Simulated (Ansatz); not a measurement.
Relaxation of Li2N⁺ with RKS PBE0-D4/def2-TZVP.

```sh
$ ansatz run in.yaml --threads 4 --pin off --events-out ev --progress --plain --max-ram 3916MiB
```

```yaml
crystal:
  periodic: [false, false, false]
  atoms:
    - {symbol: Li, position_ang: [-1.180029, 0.398085, -1.228617]}
    - {symbol: Li, position_ang: [1.177695, -0.396284, 1.231404]}
    - {symbol: N, position_ang: [0.002344, -0.001801, -0.002787]}
basis:
  gaussian: {orbitals: def2-TZVP}
total_charge: 1
hamiltonian: {xc: pbe0, dispersion: d4}
scf: {omitted_lower_state_checks: [starts]}
output: {orbitals: {seedname: orbitals}}
relax: {f_tol: 0.02, max_steps: 100}
```

Hardware: 4 threads of Arm Neoverse V2 on a shared host. Wall time 7 s.

Positions (Å) and forces (eV/Å) at steps 1, 2, 4 of 4:

```xyz
3
step=1 energy=-1887.3532 eV
Li   -1.180    0.398   -1.229   -0.974    0.329   -1.013
Li    1.178   -0.396    1.231    0.971   -0.327    1.017
N     0.002   -0.002   -0.003    0.003   -0.002   -0.005
3
step=2 energy=-1887.4960 eV
Li   -1.227    0.414   -1.278   -0.432    0.146   -0.450
Li    1.225   -0.412    1.280    0.432   -0.145    0.451
N     0.002   -0.002   -0.002    0.000    0.000   -0.001
3
step=4 energy=-1887.5418 eV
Li   -1.277    0.430   -1.332   -0.001    0.000   -0.001
Li    1.277   -0.430    1.332    0.001    0.000    0.001
N     0.000    0.000    0.000    0.000    0.000    0.000
```

A triplet lies near this restricted singlet, and broken spin symmetry wasn't tried. At PBE0-D4/def2-TZVP a triplet of charge 1 lies 1.96 eV below the restricted singlet, each at its own geometry. The structure comes from a short search, and lower isomers may exist.
